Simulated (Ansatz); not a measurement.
Relaxation of C$_{2}$H$_{8}$Si (11 atoms, charge 0, multiplicity 1), to a largest force component of 0.02 eV/Å in at most 40 steps.

Computed with RKS PBE-D4/6-31G* (Ansatz 0.2.0).

```xyz
11
Properties=species:S:1:pos:R:3
Si 0.000 0.000 0.000
H 0.000 0.000 1.460
H 1.377 0.000 -0.486
C -0.881 1.526 -0.623
H -1.933 1.272 -0.867
H -0.862 2.311 0.162
H -0.370 1.903 -1.534
C -0.881 -1.526 -0.623
H -1.380 -2.038 0.226
H -1.641 -1.233 -1.377
H -0.145 -2.215 -1.088
```

**Question.** Where does it end, and by what steps?

**Answer.** It converged. The force dipped under the threshold on the way, but the program's further checks kept it going. After 11 steps the energy has fallen by 0.204 eV; H10 moved furthest, 0.94 Å.

```
step  energy less start (eV)  largest force component (eV/Å)  accepted
   0                  0.0000                           0.855       yes
   1                 -0.1097                           0.251       yes
   2                 -0.1335                           0.253       yes
   3                 -0.1640                           0.057       yes
   4                 -0.1434                           0.826        no
   5                 -0.1761                           0.042       yes
   6                 -0.1858                           0.105       yes
   7                 -0.1935                           0.296       yes
   8                 -0.2019                           0.119       yes
   9                 -0.1837                           0.432        no
  10                 -0.2042                           0.004       yes
  11                 -0.2043                           0.011       yes
```

```xyz
11
Properties=species:S:1:pos:R:3
Si 0.003 0.002 -0.032
H 0.095 -0.095 1.467
H 1.412 0.103 -0.554
C -0.962 1.561 -0.507
H -1.993 1.523 -0.114
H -0.479 2.466 -0.102
H -1.022 1.671 -1.603
C -0.814 -1.563 -0.718
H -1.843 -1.673 -0.334
H -0.866 -1.531 -1.820
H -0.248 -2.465 -0.432
```

Whether the end is a true minimum wasn't checked by a vibrational analysis.

The run took 25 s on 1 thread of Arm Neoverse V1, on a shared host, peak memory 0.11 GiB.
